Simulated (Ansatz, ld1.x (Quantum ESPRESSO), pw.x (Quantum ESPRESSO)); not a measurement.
Which Mg potential is closest to all-electron in the fcc crystal?

All use LDA (PW92), scalar-relativistic, no spin, cutoffs from each file’s atomic test, pw.x 7.5; 13³ k-points, Fermi–Dirac smearing 0.01 Ry. Δ is the rms difference from all-electron LAPW of the E(V) curves that follow from fits to the pressures, over ±6 % in volume. Mesh and smearing are coarse and serve the comparison alone. The files are a selection: those with a ghost or negative overlap were mostly not run, and those with noisy or unconverged pressures or nearly equal Δ are left out.

All-electron: a0 = 4.436 Å (V0 = 21.83 Å³/atom), B0 = 38.5 GPa.

Problem. Rank them by Δ, smallest first.
A. ultrasoft, ld1.x (Quantum ESPRESSO) 7.5, LDA (PW92); core [Ne], reference 3s2 3p0; waves: 3s (bound): rcut 1.65, rcutus 2.30 bohr; 3s channel at 0.5 Ry: rcut 1.65, rcutus 2.30 bohr; 3p (bound, empty): rcut 2.40, rcutus 2.55 bohr; 3p channel at 0.25 Ry: rcut 2.40, rcutus 2.55 bohr; 3d channel at 0.35 Ry: rcut 2.15, rcutus 2.95 bohr; 3d channel at 1.4 Ry: rcut 2.15, rcutus 2.95 bohr; local part: all-electron potential smoothed inside 2.85 bohr (lloc = -1); core correction: a·sin(br)/r model core inside 1.80 bohr; augmentation: PSQ, radius 1.30 bohr.
B. norm-conserving Troullier–Martins (Kleinman–Bylander form), ld1.x (Quantum ESPRESSO) 7.5, LDA (PW92); core [Ne], reference 3s2 3p0; waves: 3s (bound): rc 2.80 bohr; 3p (bound, empty): rc 2.65 bohr; 3d channel at 0.2 Ry: rc 2.70 bohr; local part: all-electron potential smoothed inside 2.50 bohr (lloc = -2); core correction: a·sin(br)/r model core, default radius (core density twice the valence density).
C. norm-conserving Troullier–Martins (Kleinman–Bylander form), ld1.x (Quantum ESPRESSO) 7.5, LDA (PW92); core [Ne], reference 3s2 3p0; waves: 3s (bound): rc 2.05 bohr; 3p (bound, empty): rc 3.35 bohr; 3d channel at 0.25 Ry: rc 3.50 bohr; local part: all-electron potential smoothed inside 2.80 bohr (lloc = -1); core correction: Bessel-smoothed model core inside 2.00 bohr.

Solution. A (0.2 meV/atom), C (1.5 meV/atom), B (2.2 meV/atom).
